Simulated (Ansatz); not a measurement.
# CH5B + SiH4: a complex and its separated parts, part 2 of 2

Ansatz 0.2.0, Gaussian basis.

### 13 CAM-B3LYP-D4/def2-TZVPP

The inputs:

parta/in.yaml

```yaml
crystal:
  periodic: [false, false, false]
  atoms:
    - {symbol: B, position_ang: [0.324237, -0.844291, -0.189234]}
    - {symbol: C, position_ang: [-0.463479, -1.122699, 1.114194]}
    - {symbol: H, position_ang: [1.220539, -0.048528, -0.208738]}
    - {symbol: H, position_ang: [0.099714, -1.465315, -1.189664]}
    - {symbol: H, position_ang: [-1.463378, -1.537265, 0.974058]}
    - {symbol: H, position_ang: [0.125541, -1.919434, 1.603403]}
    - {symbol: H, position_ang: [-0.490244, -0.295909, 1.826322]}
basis:
  gaussian: {orbitals: def2-TZVPP}
hamiltonian: {xc: {name: CAM-B3LYP}, dispersion: d4}
```

partb/in.yaml

```yaml
crystal:
  periodic: [false, false, false]
  atoms:
    - {symbol: H, position_ang: [-0.461193, 0.085372, -0.740635]}
    - {symbol: Si, position_ang: [0.129512, 1.446638, -0.786033]}
    - {symbol: H, position_ang: [1.253185, 1.466741, -1.756261]}
    - {symbol: H, position_ang: [0.632944, 1.813265, 0.561705]}
    - {symbol: H, position_ang: [-0.907275, 2.421422, -1.209213]}
basis:
  gaussian: {orbitals: def2-TZVPP}
hamiltonian: {xc: {name: CAM-B3LYP}, dispersion: d4}
```

Each run has its own folder and the same command.

Started as:

```console
> ansatz run in.yaml --threads 4 --pin off --events-out ev --progress --plain --max-ram 9574MiB
```

parta printed (excerpt; [...] marks lines left out):

```text
Functional definition: CAM-B3LYP
  name "CAM-B3LYP"
  cite "Yanai, Tew & Handy, Chem. Phys. Lett. 393, 51 (2004) doi:10.1016/j.cplett.2004.06.011"
  cite "Iikura, Tsuneda, Yanai & Hirao, J. Chem. Phys. 115, 3540 (2001) doi:10.1063/1.1383587"
  cite "Becke, Phys. Rev. A 38, 3098 (1988) doi:10.1103/PhysRevA.38.3098"
  cite "Lee, Yang & Parr, Phys. Rev. B 37, 785 (1988) doi:10.1103/PhysRevB.37.785"
[...]
  # Exact exchange under (alpha + beta erf(omega r))/r, Becke's under what is left of 1/r.
[...]
644 factors; their error is unknown
195 factors; integrals over basis functions are off by at most 1.6e-5 eV
[...]
mean field -1793.72042757 eV, -65.9180098857 hartree, gradient 3.2e-5 eV, S^2 0.000000; 0 other end points of the search recorded, 0 dependent functions left out
reference -1793.72053941 eV, -65.9180139960 hartree; 8, 8 occupied and 124, 124 virtual orbitals, 644 factors
Total energy: -1793.76972824 eV, -65.9198216520 hartree
```

Log of partb (excerpt; [...] marks lines left out):

```text
[... 6 set-up lines as earlier in the session ...]
[...]
  # Exact exchange under (alpha + beta erf(omega r))/r, Becke's under what is left of 1/r.
[...]
527 factors; their error is unknown
147 factors; integrals over basis functions are off by at most 1.2e-5 eV
[...]
mean field -7942.76492111 eV, -291.8912270515 hartree, gradient 9.0e-6 eV, S^2 0.000000; 0 other end points of the search recorded, 0 dependent functions left out
reference -7942.76502358 eV, -291.8912308171 hartree; 9, 9 occupied and 89, 89 virtual orbitals, 527 factors
Total energy: -7942.79919289 eV, -291.8924865159 hartree
```

Wall times: 0.55 s (parta), 0.35 s (partb) on 4 threads of Arm Neoverse V2, shared host.

### 14 wB97X-V/def2-TZVPP

The same edit goes into each in.yaml of step 13 (parta, partb):

```diff
-hamiltonian: {xc: {name: CAM-B3LYP}, dispersion: d4}
+hamiltonian: {xc: {name: wB97X-V}}
```

The same command starts each run, in its folder.

Started as:

```console
> ansatz run in.yaml --threads 4 --pin off --events-out ev --progress --plain --max-ram 9574MiB
```

Output in parta (excerpt; [...] marks lines left out):

```text
Functional definition: wB97X-V
  name "wB97X-V"
  cite "Mardirossian & Head-Gordon, Phys. Chem. Chem. Phys. 16, 9904 (2014) doi:10.1039/C3CP54374A"
[... 2 set-up lines as earlier in the session ...]
[...]
      + integral(e_c_pw_opposite_spin*poly(b97_u_opposite, cos0, cos1)) + vv10(b, c)
644 factors; their error is unknown
190 factors; integrals over basis functions are off by at most 1.4e-5 eV
[...]
mean field -1794.41281809 eV, -65.9434547681 hartree, gradient 1.6e-5 eV, S^2 0.000000; 0 other end points of the search recorded, 0 dependent functions left out
reference -1794.41281626 eV, -65.9434547010 hartree; 8, 8 occupied and 124, 124 virtual orbitals, 644 factors
Total energy: -1794.41281626 eV, -65.9434547010 hartree
```

Output in partb (excerpt; [...] marks lines left out):

```text
[... 5 set-up lines as earlier in the session ...]
[...]
      + integral(e_c_pw_opposite_spin*poly(b97_u_opposite, cos0, cos1)) + vv10(b, c)
527 factors; their error is unknown
136 factors; integrals over basis functions are off by at most 1.1e-5 eV
[...]
mean field -7941.38120667 eV, -291.8403764837 hartree, gradient 2.9e-5 eV, S^2 0.000000; 0 other end points of the search recorded, 0 dependent functions left out
reference -7941.38120493 eV, -291.8403764198 hartree; 9, 9 occupied and 89, 89 virtual orbitals, 527 factors
Total energy: -7941.38120493 eV, -291.8403764198 hartree
```

Wall times: 1.5 s (parta), 0.85 s (partb) on 4 threads of Arm Neoverse V2, shared host.

### 15 wB97M-V/def2-TZVPP

The same edit goes into each in.yaml of step 14 (parta, partb):

```diff
-hamiltonian: {xc: {name: wB97X-V}}
+hamiltonian: {xc: {name: wB97M-V}}
```

One command serves all of them, each in its own folder.

Started as:

```console
> ansatz run in.yaml --threads 4 --pin off --events-out ev --progress --plain --max-ram 9574MiB
```

Log of parta (excerpt; [...] marks lines left out):

```text
Functional definition: wB97M-V
  name "wB97M-V"
  cite "Mardirossian & Head-Gordon, J. Chem. Phys. 144, 214110 (2016) doi:10.1063/1.4952647"
[... 2 set-up lines as earlier in the session ...]
  # Of w^i u^j: cxij and so on, Table III.
[...]
  gx(w, u) = 1 - cx + cx01*u + cx10*w
[...]
      + integral(e_c_pw_mod_opposite_spin*gos(b97_w_opposite, b97_u_opposite)) + vv10(b, c)
644 factors; their error is unknown
190 factors; integrals over basis functions are off by at most 1.4e-5 eV
[...]
mean field -1793.50185397 eV, -65.9099774542 hartree, gradient 7.7e-5 eV, S^2 0.000000; 0 other end points of the search recorded, 0 dependent functions left out
reference -1793.50189887 eV, -65.9099791042 hartree; 8, 8 occupied and 124, 124 virtual orbitals, 644 factors
Total energy: -1793.50189887 eV, -65.9099791042 hartree
```

Output in partb (excerpt; [...] marks lines left out):

```text
[... 5 set-up lines as earlier in the session ...]
  # Of w^i u^j: cxij and so on, Table III.
[...]
  gx(w, u) = 1 - cx + cx01*u + cx10*w
[...]
      + integral(e_c_pw_mod_opposite_spin*gos(b97_w_opposite, b97_u_opposite)) + vv10(b, c)
527 factors; their error is unknown
136 factors; integrals over basis functions are off by at most 1.1e-5 eV
[...]
mean field -7941.54397117 eV, -291.8463579687 hartree, gradient 4.9e-5 eV, S^2 0.000000; 0 other end points of the search recorded, 0 dependent functions left out
reference -7941.54401356 eV, -291.8463595265 hartree; 9, 9 occupied and 89, 89 virtual orbitals, 527 factors
Total energy: -7941.54401356 eV, -291.8463595265 hartree
```

Wall times: 1.4 s (parta), 0.9 s (partb) on 4 threads of Arm Neoverse V2, shared host.

### 16 B2PLYP/def2-TZVPP

Each input of step 15 (parta, partb) changes in the same lines:

```diff
-hamiltonian: {xc: {name: wB97M-V}}
+hamiltonian: {xc: {name: B2PLYP}}
```

One command serves all of them, each in its own folder.

Started as:

```console
> ansatz run in.yaml --threads 4 --pin off --events-out ev --progress --plain --max-ram 9574MiB
```

parta printed (excerpt; [...] marks lines left out):

```text
Functional definition: B2PLYP
  name "B2PLYP"
  cite "Grimme, J. Chem. Phys. 124, 034108 (2006) doi:10.1063/1.2148954"
[... 2 set-up lines as earlier in the session ...]
[...]
750 factors; integrals over basis functions are off by at most 1.0e-3 eV
[...]
mean field -1790.43121846 eV, -65.7971336807 hartree, gradient 5.0e-6 eV, S^2 0.000000; 0 other end points of the search recorded, 0 dependent functions left out
2 core orbitals not correlated: weight in the atoms' cores, before any rotation towards them, 1.000 or more for the frozen orbitals, at most 0.000 for the correlated occupied ones
reference -1790.43136111 eV, -65.7971389228 hartree; 6, 6 occupied and 124, 124 virtual orbitals, 750 factors
second order -9.44351384 eV of doubles, -0.00000000 eV of singles
Total energy: -1792.98110985 eV, -65.8908404606 hartree
```

Output in partb (excerpt; [...] marks lines left out):

```text
[... 5 set-up lines as earlier in the session ...]
[...]
537 factors; integrals over basis functions are off by at most 7.1e-4 eV
[...]
mean field -7937.89723313 eV, -291.7123428175 hartree, gradient 2.6e-6 eV, S^2 0.000000; 0 other end points of the search recorded, 0 dependent functions left out
5 core orbitals not correlated: weight in the atoms' cores, before any rotation towards them, 1.000 or more for the frozen orbitals, at most 0.000 for the correlated occupied ones
reference -7937.89736628 eV, -291.7123477107 hartree; 4, 4 occupied and 89, 89 virtual orbitals, 537 factors
second order -4.78241212 eV of doubles, -0.00000000 eV of singles
Total energy: -7939.18861755 eV, -291.7598003197 hartree
```

Wall times: 0.8 s (parta), 0.45 s (partb) on 4 threads of Arm Neoverse V2, shared host.

### 17 PBE-QIDH/def2-TZVPP

Each input of step 16 (parta, partb) changes in the same lines:

```diff
-hamiltonian: {xc: {name: B2PLYP}}
+hamiltonian: {xc: {name: PBE-QIDH}}
```

One command serves all of them, each in its own folder.

Started as:

```console
> ansatz run in.yaml --threads 4 --pin off --events-out ev --progress --plain --max-ram 9574MiB
```

Log of parta (excerpt; [...] marks lines left out):

```text
Functional definition: PBE-QIDH
  name "PBE-QIDH"
  cite "Brémond, Sancho-García, Pérez-Jiménez & Adamo, J. Chem. Phys. 141, 031101 (2014) doi:10.1063/1.4890314"
[... 1 set-up line as earlier in the session ...]
[...]
750 factors; integrals over basis functions are off by at most 1.0e-3 eV
[...]
mean field -1789.19482087 eV, -65.7516969071 hartree, gradient 3.2e-6 eV, S^2 0.000000; 0 other end points of the search recorded, 0 dependent functions left out
2 core orbitals not correlated: weight in the atoms' cores, before any rotation towards them, 1.000 or more for the frozen orbitals, at most 0.000 for the correlated occupied ones
reference -1789.19483175 eV, -65.7516973070 hartree; 6, 6 occupied and 124, 124 virtual orbitals, 750 factors
second order -8.80059932 eV of doubles, -0.00000000 eV of singles
Total energy: -1792.12836486 eV, -65.8595026602 hartree
```

Log of partb (excerpt; [...] marks lines left out):

```text
[... 4 set-up lines as earlier in the session ...]
[...]
537 factors; integrals over basis functions are off by at most 7.1e-4 eV
[...]
mean field -7935.34611620 eV, -291.6185909997 hartree, gradient 4.7e-6 eV, S^2 0.000000; 0 other end points of the search recorded, 0 dependent functions left out
5 core orbitals not correlated: weight in the atoms' cores, before any rotation towards them, 1.000 or more for the frozen orbitals, at most 0.000 for the correlated occupied ones
reference -7935.34612678 eV, -291.6185913883 hartree; 4, 4 occupied and 89, 89 virtual orbitals, 537 factors
second order -4.44767996 eV of doubles, -0.00000000 eV of singles
Total energy: -7936.82868677 eV, -291.6730744629 hartree
```

They took 0.8 s (parta), 0.45 s (partb) on 4 threads of Arm Neoverse V2, shared host.

### 18 RPA on PBE/def2-TZVPP

Each input of step 17 (parta, partb) changes in the same lines:

```diff
-hamiltonian: {xc: {name: PBE-QIDH}}
+hamiltonian: {xc: pbe}
+correlation: {method: rpa}
```

The same command starts each run, in its folder.

Started as:

```console
> ansatz run in.yaml --threads 4 --pin off --events-out ev --progress --plain --max-ram 9574MiB
```

Log of parta (excerpt; [...] marks lines left out):

```text
[... 4 set-up lines as earlier in the session ...]
[...]
750 factors; integrals over basis functions are off by at most 1.0e-3 eV
[...]
mean field -1791.80497735 eV, -65.8476183887 hartree, gradient 5.8e-7 eV, S^2 0.000000; 0 other end points of the search recorded, 0 dependent functions left out
2 core orbitals not correlated: weight in the atoms' cores, before any rotation towards them, 1.000 or more for the frozen orbitals, at most 0.000 for the correlated occupied ones
reference -1781.00234949 eV, -65.4506291370 hartree; 6, 6 occupied and 124, 124 virtual orbitals, 750 factors
Total energy: -1795.48979434 eV, -65.9830329152 hartree
```

Log of partb (excerpt; [...] marks lines left out):

```text
[... 4 set-up lines as earlier in the session ...]
[...]
537 factors; integrals over basis functions are off by at most 7.1e-4 eV
[...]
mean field -7938.15284939 eV, -291.7217365420 hartree, gradient 6.5e-7 eV, S^2 0.000000; 0 other end points of the search recorded, 0 dependent functions left out
5 core orbitals not correlated: weight in the atoms' cores, before any rotation towards them, 1.000 or more for the frozen orbitals, at most 0.000 for the correlated occupied ones
reference -7925.04976393 eV, -291.2402070327 hartree; 4, 4 occupied and 89, 89 virtual orbitals, 537 factors
Total energy: -7933.57986178 eV, -291.5536823469 hartree
```

Times: 0.8 s (parta), 0.45 s (partb) on 4 threads of Arm Neoverse V2, shared host.

### 19 CCSD(T)/def2-TZVPP

Each input of step 18 (parta, partb) changes in the same lines:

```diff
-hamiltonian: {xc: pbe}
-correlation: {method: rpa}
+correlation: {method: ccsd_t}
```

Each run has its own folder and the same command.

Started as:

```console
> ansatz run in.yaml --threads 4 --pin off --events-out ev --progress --plain --max-ram 9574MiB
```

Log of parta (excerpt; [...] marks lines left out):

```text
Functional definition: HF
  name "HF"
  cite "Fock, Z. Phys. 61, 126 (1930) doi:10.1007/BF01340294"
[... 1 set-up line as earlier in the session ...]
[...]
750 factors; integrals over basis functions are off by at most 1.0e-3 eV
[...]
mean field -1781.46883559 eV, -65.4677721849 hartree, gradient 1.9e-6 eV, S^2 0.000000; 0 other end points of the search recorded, 0 dependent functions left out
2 core orbitals not correlated: weight in the atoms' cores, before any rotation towards them, 1.000 or more for the frozen orbitals, at most 0.000 for the correlated occupied ones
reference -1781.46883559 eV, -65.4677721849 hartree; 6, 6 occupied and 124, 124 virtual orbitals, 750 factors
second order -7.82898542 eV of doubles, -0.00000000 eV of singles
cycle   1  -8.44664188 eV  change   -6.2e-1 eV  update   5.6e-2
[...]
cycle   8  -8.70101234 eV  change   -1.8e-6 eV  update   1.2e-5
perturbative correction -0.27305538 eV, -0.0100346003 hartree
Total energy: -1790.44290331 eV, -65.7975630910 hartree
```

partb printed (excerpt; [...] marks lines left out):

```text
[... 4 set-up lines as earlier in the session ...]
[...]
537 factors; integrals over basis functions are off by at most 7.1e-4 eV
[...]
mean field -7925.54418673 eV, -291.2583767356 hartree, gradient 1.8e-6 eV, S^2 0.000000; 0 other end points of the search recorded, 0 dependent functions left out
5 core orbitals not correlated: weight in the atoms' cores, before any rotation towards them, 1.000 or more for the frozen orbitals, at most 0.000 for the correlated occupied ones
reference -7925.54418673 eV, -291.2583767356 hartree; 4, 4 occupied and 89, 89 virtual orbitals, 537 factors
second order -3.90715365 eV of doubles, -0.00000000 eV of singles
cycle   1  -4.49743735 eV  change   -5.9e-1 eV  update   5.5e-2
[...]
cycle   8  -4.71917372 eV  change   -7.1e-7 eV  update   3.7e-6
perturbative correction -0.10444780 eV, -0.0038383859 hartree
Total energy: -7930.36780826 eV, -291.4356415571 hartree
```

They took 2.2 s (parta), 0.6 s (partb) on 4 threads of Arm Neoverse V2, shared host; peak memory 0.66 GiB.

### 20 Vibrations of CH5B

The input, vib-parta/in.yaml:

```yaml
crystal:
  periodic: [false, false, false]
  atoms:
    - {symbol: B, position_ang: [0.324237, -0.844291, -0.189234]}
    - {symbol: C, position_ang: [-0.463479, -1.122699, 1.114194]}
    - {symbol: H, position_ang: [1.220539, -0.048528, -0.208738]}
    - {symbol: H, position_ang: [0.099714, -1.465315, -1.189664]}
    - {symbol: H, position_ang: [-1.463378, -1.537265, 0.974058]}
    - {symbol: H, position_ang: [0.125541, -1.919434, 1.603403]}
    - {symbol: H, position_ang: [-0.490244, -0.295909, 1.826322]}
basis:
  gaussian: {orbitals: def2-TZVP}
hamiltonian: {xc: pbe0, dispersion: d4}
phonons: {temperatures: {t_min: 298.15, t_max: 900, t_step: 200}}
```

Started as:

```console
> ansatz run in.yaml --threads 4 --pin off --events-out ev --progress --plain --max-ram 9574MiB
```

Log (excerpt; [...] marks lines left out):

```text
[... 5 set-up lines as earlier in the session ...]
[...]
569 factors; their error is unknown
[...]
mean field -1792.32392952 eV, -65.8666895292 hartree, gradient 1.7e-5 eV, S^2 0.000000; 0 other end points of the search recorded, 0 dependent functions left out
[...]
Atom 4 at    -1.463378    -1.537265     0.974058 Å, force     0.000766     0.000046    -0.000471 eV/Å
Atom 5 at     0.125541    -1.919434     1.603403 Å, force     0.000494    -0.000843     0.000075 eV/Å
Atom 6 at    -0.490244    -0.295909     1.826322 Å, force     0.000814    -0.000152    -0.000373 eV/Å
Dipole moment:    -0.060742    -0.041844     0.130564 e Å
Vibrations: 171.33 541.70 679.74 984.38 1058.86 1079.64 1240.35 1316.85 1417.33 1466.73 2569.43 2642.71 2987.32 3092.41 3145.16 cm⁻¹, zero-point energy 1.512233 eV
```

It took 12 s on 4 threads of Arm Neoverse V2, shared host.

Wavenumbers and character of the modes:

```tsv
mode	wavenumber (cm⁻¹)	character
1	171	torsion
2	542	bend with torsion
3	680	bend
4	984	B–C stretch
5	1059	bend
6	1080	torsion
7	1240	bend
8	1317	bend
9	1417	bend
10	1467	bend
11	2569	B–H stretch
12	2643	B–H stretch
13	2987	C–H stretch
14	3092	C–H stretch
15	3145	C–H stretch
```

Vibrational sums (real modes only):

```tsv
T (K)	entropy (J/mol/K)	heat capacity (J/mol/K)
298	15.3	22.7
498	32.2	44.7
698	50.2	62.0
898	67.5	75.3
```

### 21 Vibrations of SiH4

The input, vib-partb/in.yaml:

```yaml
crystal:
  periodic: [false, false, false]
  atoms:
    - {symbol: H, position_ang: [-0.461193, 0.085372, -0.740635]}
    - {symbol: Si, position_ang: [0.129512, 1.446638, -0.786033]}
    - {symbol: H, position_ang: [1.253185, 1.466741, -1.756261]}
    - {symbol: H, position_ang: [0.632944, 1.813265, 0.561705]}
    - {symbol: H, position_ang: [-0.907275, 2.421422, -1.209213]}
basis:
  gaussian: {orbitals: def2-TZVP}
hamiltonian: {xc: pbe0, dispersion: d4}
phonons: {temperatures: {t_min: 298.15, t_max: 900, t_step: 200}}
```

Started as:

```console
> ansatz run in.yaml --threads 4 --pin off --events-out ev --progress --plain --max-ram 9574MiB
```

Log (excerpt; [...] marks lines left out):

```text
[... 5 set-up lines as earlier in the session ...]
[...]
444 factors; their error is unknown
[...]
mean field -7939.08539995 eV, -291.7560071429 hartree, gradient 2.9e-5 eV, S^2 0.000000; 0 other end points of the search recorded, 0 dependent functions left out
[...]
Atom 2 at     1.253185     1.466741    -1.756261 Å, force     0.000117    -0.000373    -0.000382 eV/Å
Atom 3 at     0.632944     1.813265     0.561705 Å, force     0.000055    -0.000090     0.001193 eV/Å
Atom 4 at    -0.907275     2.421422    -1.209213 Å, force    -0.000472     0.001769    -0.000313 eV/Å
Dipole moment:     0.000076    -0.000055     0.000058 e Å
Vibrations: 906.63 906.67 906.75 968.43 968.60 2235.74 2245.21 2245.40 2245.63 cm⁻¹, zero-point energy 0.844893 eV
```

Run time: 4.3 s. Hardware: 4 threads of Arm Neoverse V2, shared host.

Wavenumbers and character of the modes:

```tsv
mode	wavenumber (cm⁻¹)	character
1	907	bend
2	907	bend
3	907	bend
4	968	bend
5	969	bend
6	2236	Si–H stretch
7	2245	Si–H stretch
8	2245	Si–H stretch
9	2246	Si–H stretch
```

Vibrational sums (real modes only):

```tsv
T (K)	entropy (J/mol/K)	heat capacity (J/mol/K)
298	2.6	9.7
498	11.5	25.7
698	22.2	38.0
898	32.9	47.1
```

### 22 Complex less separated parts

The complex's own energies come from single points at the same levels.

Rows are in def2-TZVPP; times add the 3 runs of a level on a shared host, so small differences are noise.

Differences are taken before rounding.

```tsv
method	rung	complex less parts (eV)	from CCSD(T) (eV)	time
SPW92	LDA	-0.902	-0.740	1.3 s
PBE-D4	GGA	-0.494	-0.331	2 s
BLYP-D4	GGA	-0.127	+0.035	2.2 s
r2SCAN-D4	meta-GGA	-0.371	-0.208	4.3 s
B97M-V	meta-GGA	-0.233	-0.071	8.5 s
PBE0-D4	hybrid	-0.417	-0.254	2.6 s
B3LYP-D4	hybrid	-0.112	+0.051	2.4 s
r2SCAN0-D4	hybrid	-0.337	-0.175	4.6 s
BHLYP-D4	hybrid	-0.008	+0.154	2.4 s
CAM-B3LYP-D4	range-separated hybrid	-0.112	+0.050	2.8 s
wB97X-V	range-separated hybrid	-0.177	-0.014	7.2 s
wB97M-V	range-separated hybrid	-0.205	-0.043	7.8 s
B2PLYP	double hybrid	-0.047	+0.116	4.5 s
PBE-QIDH	double hybrid	-0.305	-0.143	4.5 s
RPA on PBE	RPA	-0.068	+0.094	4.4 s
Hartree-Fock	wavefunction	0.644	+0.807	
MP2	wavefunction	-0.229	-0.066	
CCSD	wavefunction	-0.060	+0.102	
CCSD(T)	wavefunction	-0.162	0	44 s
```

Among the levels timed on like hardware and quicker than the yardstick, those that no quicker one beats, quickest first: SPW92 (1.3 s, -0.740 eV); PBE-D4 (2 s, -0.331 eV); BLYP-D4 (2.2 s, +0.035 eV); wB97X-V (7.2 s, -0.014 eV).

wB97X-V reaches 0.014 eV from the reference in 7.2 s, where CCSD(T) took 44 s; the quickest level in the cost chart, SPW92, takes 1.3 s and misses by 0.740 eV.

The complex's zero-point energy, from a separate PBE0-D4 run, is 2.546 eV.

### 23 What came out

This closing draws on all 2 parts.

| quantity | value |
| --- | --- |
| complex less parts, CCSD(T)/def2-TZVPP | -0.162 eV |
| with zero-point energy | +0.027 eV |
| largest T1 diagnostic | 0.011 |

In words: At CCSD(T) the complex lies 0.162 eV below its parts. The functionals run from wB97X-V, off by -0.014 eV, to SPW92, off by -0.740 eV, against CCSD(T). Mean unsigned error by rung: LDA 0.740, GGA 0.183, meta-GGA 0.139, hybrid 0.159, range-separated hybrid 0.036, double hybrid 0.129 eV. PBE-D4 gives a relative energy 0.331 eV too low, outside chemical accuracy (1 kcal/mol, 0.043 eV). No counterpoise was applied, and triple zeta lacks some correlation, so the CCSD(T) reference has a basis error of its own, and close matches with it are partly luck.
